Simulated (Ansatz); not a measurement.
**CH₅ (doublet): wave-function methods side by side at distance H1–H2 along a hydrogen transfer = 0.745 Å, cc-pVTZ**

The task here is to estimate one member of a computed series from the others.

Method: cc-pVTZ, core rule «outside noble gas», up to 1 orbitals frozen; program: Ansatz 0.2.0, Gaussian basis.

To be run: UHF; CCSD(T) on ROHF; CCSD(T) on UHF; BCCD(T) on ROHF; CISD; CCSDT(Q) on ROHF; CCSDT(Q) on UHF; CASSCF and NEVPT2, 3 electrons in 3 orbitals; CASSCF and NEVPT2, 9 electrons in 9 orbitals.

## The system

The geometry derives from fragments relaxed apart (PBE0/def2-TZVP) and kept rigid, so it is no stationary point. A hydrogen atom is moved between rigid fragments.

6 atoms, charge 0, spin multiplicity 2.

Atoms are counted from 1 here; the program's logs count them from 0.

Bond lengths: H1–H2 0.745 Å, H2–C3 1.322 Å, C3–H4 1.080 Å, C3–H5 1.080 Å, C3–H6 1.080 Å. Angles: H1–H2–C3 180.0°, H2–C3–H4 90.0°, H2–C3–H5 90.0°, H2–C3–H6 90.0°, H4–C3–H5 120.0°, H4–C3–H6 120.0°, H5–C3–H6 120.0°.

The first run:

in.yaml reads:

```yaml
crystal:
  periodic: [false, false, false]
  atoms:
    - {symbol: H, position_ang: [-1.866658, 0.000000, 0.000000]}
    - {symbol: H, position_ang: [-1.121658, 0.000000, 0.000000]}
    - {symbol: C, position_ang: [0.200342, 0.000000, 0.000000]}
    - {symbol: H, position_ang: [0.200342, -1.080023, 0.000000]}
    - {symbol: H, position_ang: [0.200342, 0.540011, 0.935327]}
    - {symbol: H, position_ang: [0.200342, 0.540012, -0.935327]}
basis:
  gaussian: {orbitals: cc-pVTZ}
magnetization: {spin_polarized: true, initial_magnetization: 1}
hamiltonian: {xc: hf}
output: {orbitals: {seedname: orbitals}}
```

The run is started by

```console
$ ansatz run in.yaml --threads 1 --pin off --events-out ev --progress --plain --max-ram 2816MiB --backend cpu
```

Steps of the session up to this table: UHF; CCSD(T) on ROHF; CCSD(T) on UHF; BCCD(T) on ROHF; CISD; CCSDT(Q) on ROHF; CCSDT(Q) on UHF; CASSCF and NEVPT2, 3 electrons in 3 orbitals; CASSCF and NEVPT2, 9 electrons in 9 orbitals.

One of the session's tables, all rows but one given; the rest of the session is left out.

It belongs to the step «Misses and costs». 

| method | from UCCSDT(Q) (meV) |
| --- | --- |
| ROHF | +6787.0 |
| UHF | +6554.6 |
| RMP2 | ? |
| UMP2 | +922.5 |
| CISD | +565.4 |
| RCCSD | +209.2 |
| UCCSD | +204.8 |
| RCCSD(T) | +21.0 |
| UCCSD(T) | +21.9 |
| BCCD(T) | +20.7 |
| RCCSDT | +6.0 |
| UCCSDT | +5.2 |
| RCCSDT(Q) | +0.9 |
| UCCSDT(Q) | 0 |
| CASSCF pair | +6230.6 |
| NEVPT2 pair | +880.9 |
| CASSCF valence | +4434.8 |
| NEVPT2 valence | +957.9 |

Q: Estimate the row for RMP2 from the others.

As computed: from UCCSDT(Q) (meV): +888.1. In the column «from UCCSDT(Q) (meV)» it lies between NEVPT2 pair (+880.9) and UMP2 (+922.5).

Limits of these values: Restricted and unrestricted rows rest on different reference determinants; where their highest levels disagree by more than a few hundredths of an eV, they describe different states and don't form one ladder.
